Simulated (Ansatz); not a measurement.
The inner images of a band of ClH3Si + H2O (8 atoms, charge 0, multiplicity 1) are given out of order.

Computed with RKS PBE-D4/cc-pVDZ (Ansatz 0.2.0).

Image 0:

```xyz
8
Properties=species:S:1:pos:R:3
Si 0.318 0.033 -0.062
Cl 0.307 -0.210 2.047
H 1.781 0.052 -0.424
H -0.315 1.342 -0.423
H -0.334 -1.156 -0.706
O -2.571 0.010 0.691
H -2.646 -0.961 0.784
H -2.198 0.259 1.562
```

Image 6:

```xyz
8
Properties=species:S:1:pos:R:3
Si -0.261 -0.067 -0.575
Cl -0.995 0.716 3.364
H 1.003 -0.781 -0.165
H -0.081 1.421 -0.542
H -0.689 -0.533 -1.945
O -1.540 -0.359 0.555
H -1.786 -1.302 0.634
H -1.308 0.274 2.140
```

Question: Put them in order from the first end to the last, with their energies above the first end.
A.
```xyz
8
Properties=species:S:1:pos:R:3
Si 0.206 0.100 -0.057
Cl 0.210 0.112 2.081
H 1.649 -0.227 -0.319
H -0.149 1.479 -0.525
H -0.599 -0.962 -0.751
O -2.478 -0.089 0.758
H -2.437 -1.060 0.641
H -2.059 0.017 1.640
```
B.
```xyz
8
Properties=species:S:1:pos:R:3
Si -0.305 0.001 -0.296
Cl -0.217 0.667 2.601
H 0.965 -0.650 0.187
H -0.183 1.488 -0.439
H -0.682 -0.639 -1.596
O -1.807 -0.328 0.610
H -2.139 -1.246 0.522
H -1.289 0.078 1.877
```
C.
```xyz
8
Properties=species:S:1:pos:R:3
Si -0.001 0.102 -0.051
Cl 0.133 0.425 2.153
H 1.401 -0.443 -0.106
H -0.133 1.508 -0.552
H -0.705 -0.816 -1.040
O -2.185 -0.186 0.739
H -2.294 -1.157 0.652
H -1.872 -0.064 1.672
```
D.
```xyz
8
Properties=species:S:1:pos:R:3
Si -0.320 -0.037 -0.476
Cl -0.534 0.668 3.097
H 0.921 -0.666 0.103
H -0.216 1.457 -0.505
H -0.585 -0.602 -1.849
O -1.710 -0.349 0.518
H -1.982 -1.288 0.525
H -1.230 0.188 2.055
```
E.
```xyz
8
Properties=species:S:1:pos:R:3
Si -0.182 0.090 -0.120
Cl 0.010 0.692 2.268
H 1.122 -0.635 0.079
H -0.148 1.531 -0.522
H -0.771 -0.650 -1.325
O -1.923 -0.309 0.733
H -2.175 -1.256 0.660
H -1.589 -0.093 1.694
```

Answer: A (+2.6 kcal/mol), C (+11.8 kcal/mol), E (+16.2 kcal/mol), B (+7.6 kcal/mol), D (+1.1 kcal/mol).

The run took 3.4 min on 1 thread of Arm Neoverse V1 (shared host), peak memory 0.12 GiB.
